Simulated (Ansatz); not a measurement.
`N#CC(Cl)(Cl)Cl` and `FC(Cl)(Cl)Cl` differ in one atom or group.

Ansatz, PBE0-D4/def2-TZVP geometries, multiplicity 1. 

```
                                          property  `N#CC(Cl)(Cl)Cl`
                HOMO energy (PBE0/def2-TZVPP) / eV             -9.46
               HOMO–LUMO gap (PBE/def2-TZVPP) / eV              5.38
             LUMO energy (ωB97M-V/def2-TZVPP) / eV              0.74
size of the dipole moment (ωB97M-V/def2-TZVPP) / D              2.30
               HOMO energy (B3LYP/def2-TZVPP) / eV             -9.17
           HOMO–LUMO gap (ωB97M-V/def2-TZVPP) / eV             12.47
```

**Question.** Give the same properties after the change, and the shifts. (Best estimate.)

**Answer.** Ansatz gave: 
```tsv
property	`FC(Cl)(Cl)Cl`	shift
HOMO energy (PBE0/def2-TZVPP) / eV	-9.12	0.34
HOMO–LUMO gap (PBE/def2-TZVPP) / eV	5.41	0.03
LUMO energy (ωB97M-V/def2-TZVPP) / eV	1.13	0.39
size of the dipole moment (ωB97M-V/def2-TZVPP) / D	0.40	-1.90
HOMO energy (B3LYP/def2-TZVPP) / eV	-8.83	0.34
HOMO–LUMO gap (ωB97M-V/def2-TZVPP) / eV	12.51	0.04
```

With PBE0 the HOMO rises by 0.34 eV and the LUMO rises by 0.39 eV, so the gap widens by about 0.05 eV. PBE moves the HOMO by 0.36 eV and ωB97M-V by 0.35 eV. The zero-point energy changes by -16.4 kJ/mol with -3 modes. Dipoles are sizes alone; their direction can turn.

B3LYP here is the variant with VWN-RPA as its local correlation; programs differ in this.
